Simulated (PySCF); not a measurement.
Compound: C4H7ClO.
SMILES with atom numbers: `[CH3:1][O:2][C@@H:3]1[CH2:4][C@H:5]1[Cl:6]` (hydrogens: H7, H8, H9 on C1; H10 on C3; H11, H12 on C4; H13 on C5)

The same species was optimised twice, with GFN2-xTB and with PBE0-D3(BJ)/def2-SVP (PySCF), and the same property calculations (PySCF, gas phase) were run on both structures.

```csv
coordinate,GFN2-xTB,PBE0-D3(BJ)/def2-SVP,change
O2–C3 (Å),1.386,1.375,-0.011
C1–O2 (Å),1.412,1.401,-0.011
C3–C4 (Å),1.497,1.491,-0.006
C3–C5 (Å),1.505,1.500,-0.005
C5–Cl6 (Å),1.754,1.757,+0.003
C4–C5 (Å),1.499,1.500,+0.001
C3–C5–Cl6 (°),119.1,120.1,+1.0
C4–C5–Cl6 (°),119.1,120.0,+0.9
O2–C3–C4 (°),117.7,117.2,-0.5
C4–C3–C5 (°),59.9,60.2,+0.3
C3–C5–C4 (°),59.8,59.6,-0.2
C1–O2–C3 (°),113.3,113.1,-0.2
C3–C4–C5 (°),60.3,60.2,-0.1
O2–C3–C5 (°),118.9,118.9,0.0
C1–O2–C3–C4 (°),155,155,0
```

Rotational constants: A = 5862, B = 1636, C = 1368 MHz (GFN2-xTB) against A = 5883, B = 1639, C = 1371 MHz (PBE0-D3(BJ)/def2-SVP). Point groups within 0.08 Å: C1 and C1.

On the GFN2-xTB structure: lowest singlet, TDDFT (eV) 6.47 [PBE0/def2-SVPD]; lowest triplet, Tamm–Dancoff (eV) 5.93 [PBE0/def2-SVPD]; isotropic polarisability (au) 65.6 [PBE0/def2-SVPD]; HOMO (eV) -7.37 [PBE0/def2-SVPD]; LUMO (eV) 0.53 [PBE0/def2-SVPD]; dipole (D) 1.18 [PBE0/def2-SVPD].

Q: What do these properties become on the PBE0-D3(BJ)/def2-SVP structure?

A: 
| property | level | on GFN2-xTB | on PBE0-D3(BJ)/def2-SVP | change |
| --- | --- | --- | --- | --- |
| lowest singlet, TDDFT (eV) | PBE0/def2-SVPD | 6.47 | 6.45 | -0.02 |
| lowest triplet, Tamm–Dancoff (eV) | PBE0/def2-SVPD | 5.93 | 5.90 | -0.03 |
| isotropic polarisability (au) | PBE0/def2-SVPD | 65.6 | 66.1 | +0.5 |
| HOMO (eV) | PBE0/def2-SVPD | -7.37 | -7.38 | -0.01 |
| LUMO (eV) | PBE0/def2-SVPD | 0.53 | 0.50 | -0.03 |
| dipole (D) | PBE0/def2-SVPD | 1.18 | 1.21 | +0.03 |
| energy, GFN2-xTB geometry as zero (kcal/mol) | PBE0/def2-SVPD | 0.0 | -0.4 | -0.4 |

The heavy atoms differ by 0.012 Å rms after alignment. Among bonds between heavy atoms C1–O2 and O2–C3 change most and about equally (-0.011 Å). Changes are differences of the printed values. Neither structure is proved a minimum here.

The values belong to the conformer `[CH3:1][O:2][C@@H:3]1[CH2:4][C@H:5]1[Cl:6]`: C1–O2–C3–C4 155°.
